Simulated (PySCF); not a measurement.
System (SMILES): N (NH3).
Geometry (B3LYP-D3(BJ)/def2-TZVP, fixed):
```
N
H 1 1.0136
H 1 1.0136 2 107.33
H 1 1.0136 2 107.33 3 -115.09
```
Charge 0, spin multiplicity 1.

Basis-set convergence of the lowest singlet excitation energy at CAM-B3LYP with PySCF. Tamm-Dancoff approximation; the state is taken by its order, and sets in which it differs in degeneracy or brightness are left out, yet its character can still change. All functions are spherical. Density fitting with generated auxiliary sets. No added dispersion term, no relativity. Reference: the value in d-aug-cc-pVTZ, 6.167 eV, itself unsure by roughly 0.005 eV (its mean distance from aug-pcseg-3, aug-cc-pVQZ, aug-pcseg-2). Deviations are taken from unrounded values. Cost is core time over that of 6-31G**, rough, on shared machines of one kind.

```json
[
 {"basis": "6-31G**", "functions": "29", "lowest singlet excitation energy (eV)": "7.768", "minus reference (eV)": "1.601", "cost": "1×"},
 {"basis": "6-311G**", "functions": "36", "lowest singlet excitation energy (eV)": "6.866", "minus reference (eV)": "0.699", "cost": "0.8×"},
 {"basis": "aug-cc-pVDZ", "functions": "50", "lowest singlet excitation energy (eV)": "6.153", "minus reference (eV)": "-0.014", "cost": "3×"},
 {"basis": "aug-pcseg-1", "functions": "50", "lowest singlet excitation energy (eV)": "6.170", "minus reference (eV)": "0.003", "cost": "2×"},
 {"basis": "jun-cc-pV(T+d)Z", "functions": "81", "lowest singlet excitation energy (eV)": "6.532", "minus reference (eV)": "0.365", "cost": "3×"},
 {"basis": "aug-cc-pVTZ", "functions": "115", "lowest singlet excitation energy (eV)": "6.169", "minus reference (eV)": "0.002", "cost": "7×"},
 {"basis": "aug-pcseg-2", "functions": "115", "lowest singlet excitation energy (eV)": "6.171", "minus reference (eV)": "0.004", "cost": "7×"},
 {"basis": "aug-cc-pVQZ", "functions": "218", "lowest singlet excitation energy (eV)": "6.174", "minus reference (eV)": "0.007", "cost": "30×"},
 {"basis": "aug-pcseg-3", "functions": "232", "lowest singlet excitation energy (eV)": "6.171", "minus reference (eV)": "0.004", "cost": "60×"}
]
```

The smallest set listed that lies within 0.2 eV of the reference with all its larger relatives (same family, alike in diffuse functions; a set with none counts only in the reference's own line) is aug-pcseg-1 (50 functions, 2× in cost, 0.003 eV off). Inside the window by cancellation, since a larger relative falls out: aug-cc-pVDZ.
